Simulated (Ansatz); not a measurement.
One stationary structure of Nb. These are PBEsol (plane waves to 420 eV, PAW, scalar-relativistic; Ansatz, a first-principles code) values and carry that method's errors.

```xyz
1
Lattice="-1.6356 1.6356 1.6356 1.6356 -1.6356 1.6356 1.6356 1.6356 -1.6356" Properties=species:S:1:pos:R:3 pbc="T T T"
Nb     0.0000     0.0000     0.0000
```

Determine the symmetry and give the standard cell with its independent sites.

Space group Im-3m (No. 229); a = b = c = 3.271 Å, α = β = γ = 90.00°

```json
[
 {"atom": "Nb", "site": "2a", "symmetry": "m-3m", "x": "0.0000", "y": "0.0000", "z": "0.0000"}
]
```

This is the bcc (W type).

Give the shortest distances between elements (the closest pairs, up to four, under 3.6 Å).

Nb–Nb 2.83 Å.

```json
{
  "volume_per_atom": "17.50 Å³",
  "band_gap": "zero (metallic)"
}
```

No spin polarisation in the result.

Measured for Nb: a 3.294 Å (static lattice; corrected from measurement; as listed in Daniel Mejia-Rodriguez, S. B. Trickey, Phys. Rev. B (2018)). Computed minus measured — a: PBEsol -0.7 %. The computed values are for a static lattice.

The run could not lose the symmetry of its start.

It was reached from a disturbed copy of a P6₃/mmc (No. 194) cell, against which it lies -1.41 eV/atom.
